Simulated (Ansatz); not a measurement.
Results of PBEsol (Ansatz, a first-principles code, plane waves, PAW) for bcc Ba.

Settings: plane-wave cutoff 520 eV, 18×18×18 k mesh, Fermi–Dirac smearing 0.1 eV, perturbation theory, force constants from a 6×6×6 q mesh, scalar-relativistic PAW data made under PBE.

Question: Predict the zero-point energy.

Answer: 
* **zero-point energy**: 0.010 eV/atom

Spin–orbit coupling is not included.

It cost about 40 core-minutes (a rough figure) of CPU time.
